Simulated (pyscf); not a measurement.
H₃Si–NH–SiH₃ + NH₂• → •H₂Si–NH–SiH₃ + NH₃, a hydrogen abstraction (doublet surface; H–Si broken, H–N formed). Optimised with ωB97X-D3(BJ)/def2-SVP in PySCF. Energies in kJ/mol from the separated reactants.

Small-basis levels: PySCF, no dispersion term, spherical d functions. AM1 to PM7: differences of heats of formation from MOPAC, which are fitted to 298 K values and so differ in kind from electronic energies by zero-point and thermal terms. Open shells are spin-unrestricted. 

```tsv
level	barrier	reaction energy
HF/STO-3G	90.7	+44.2
HF/3-21G	66.6	-39.3
HF/6-31G*	87.2	-15.7
MP2/6-31G*	43.8	-81.4
SVWN5/6-31G*	-60.8	-120.9
B3LYP/6-311+G**	12.4	-84.7
PM3	-0.7	-88.5
ωB97M-D3(BJ)/def2-TZVP	18.3	-76.0
```

Against the last row the barrier runs from -79.0 (SVWN5/6-31G*) to +72.4 kJ/mol (HF/STO-3G). At SVWN5/6-31G*, PM3 this geometry lies under one side, so the entry may be no barrier of that level: it is a single point on another level's saddle. ωB97M-D3(BJ)/def2-TZVP has limits of its own. One saddle was located; it need not be the lowest between these sides. The angle at the transferred H is 153°.
